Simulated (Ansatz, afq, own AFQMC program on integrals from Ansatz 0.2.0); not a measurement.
Two steps: Ansatz 0.2.0 writes the Fock matrix and Cholesky factors of the valence space, and afq projects on them the lowest state that overlaps trial and start.

```yaml
crystal:
  periodic: [false, false, false]
  atoms:
    - {symbol: Br, position_ang: [-2.094859, 0.369878, 0.000000]}
    - {symbol: H, position_ang: [-0.525859, 0.369878, 0.000000]}
    - {symbol: Si, position_ang: [1.112141, 0.369878, 0.000000]}
    - {symbol: H, position_ang: [1.508576, -1.109635, 0.000000]}
basis:
  gaussian: {orbitals: cc-pVTZ}
magnetization: {spin_polarized: true, initial_magnetization: 1}
correlation: {method: ccsd_t, electrons: outside_noble_gas, hamiltonian_folder: ham}
```

```sh
$ ansatz run in.yaml --threads 1 --pin off --events-out ev --progress --plain --max-ram 15360MiB --backend cuda --devices 0, --max-vram 18GiB
```

Options of the walk:

```
--method phaseless --trial hf --walkers 1500 --populations 20 --least-time 40 --time-step 0.005 --steps-per-block 20 --equilibration-blocks 112 --max-blocks 4000 --target-error 0.001050 --factor-cut 1e-05 --start spin_pure --seed 7030 --taylor-order 6
```

Times are imaginary, in 1/Eh. The walk had a cap of 96 s. With eight or more populations the least sampling time is a fifth of least-time, and the error comes from their spread. Filled inner d shells are frozen with the cores.

Output of the walk:

```
orbitals 86  electrons 7 6  factors 573 of 640
reference energy -2862.46006797 Eh
CCSD correlation -0.30924476 Eh in 13 cycles, weight of the determinant in the CISD state 0.8422
energy of the start -2862.461062 Eh
 block  time / (1/Eh)  mean weight  energy / Eh
     1     0.100  1.0021  -2862.527781
     2     0.200  1.0013  -2862.576961
     3     0.300  1.0017  -2862.613977
     4     0.400  1.0013  -2862.642882
     5     0.500  1.0013  -2862.662625
     8     0.800  1.0010  -2862.708601
    19     1.900  0.9997  -2862.756255
    46     4.600  1.0002  -2862.777560
    55     5.500  1.0004  -2862.794064
    73     7.300  0.9999  -2862.787940
   100    10.000  0.9990  -2862.783348
   127    12.700  1.0000  -2862.778224
   154    15.400  0.9996  -2862.787936
   181    18.100  1.0007  -2862.779198
   208    20.800  1.0004  -2862.775033
   235    23.500  1.0003  -2862.786019
   262    26.200  0.9999  -2862.784558
   289    28.900  1.0002  -2862.782476
   316    31.600  0.9999  -2862.780737
   334    33.400  0.9999  -2862.772776
   343    34.300  1.0000  -2862.777948
   361    36.100  0.9997  -2862.784896
error from the spread of 20 populations
energy -2862.781198 +/- 0.001011 Eh
(rows thinned)
```

The run passed its tests (sampling time, drift between the halves within three errors, error under three times the target), which doesn't prove that it has relaxed.

Against this walk (error 27.5 meV) on the same determinant: CCSD(T) 3.9 meV lower (within the noise), CCSDT(Q) 59.4 meV lower, a separate phaseless walk with a CISD trial and standard settings 37.8 ± 28.0 meV lower (within the noise). The error is statistical and leaves out the bias of the constraint.

Cautions: constraint bias not in the error; no relativity below Rb; no spin-orbit coupling; inner d shell frozen; an unrestricted solution with more broken spin lies lower (38 meV, ⟨S²⟩ 1.03); unrestricted determinant slightly spin contaminated (⟨S²⟩ 0.80 against 0.75).

The walk took 84 s on 1 × NVIDIA H100 80GB HBM3 with 2 threads of AMD EPYC 7R13 Processor (Zen 3) (shared host) (the card was shared). The log's last line is the phaseless energy.

CCSDT and higher add their correlation energy to the determinant of the CCSD(T) run, since their own runs factorise the integrals more tightly (a shift of under 2 meV). A walk keeps the symmetry of its determinant, which the program's search chose and which needn't be the lowest solution, so a lower state of the same spin and another symmetry isn't excluded.
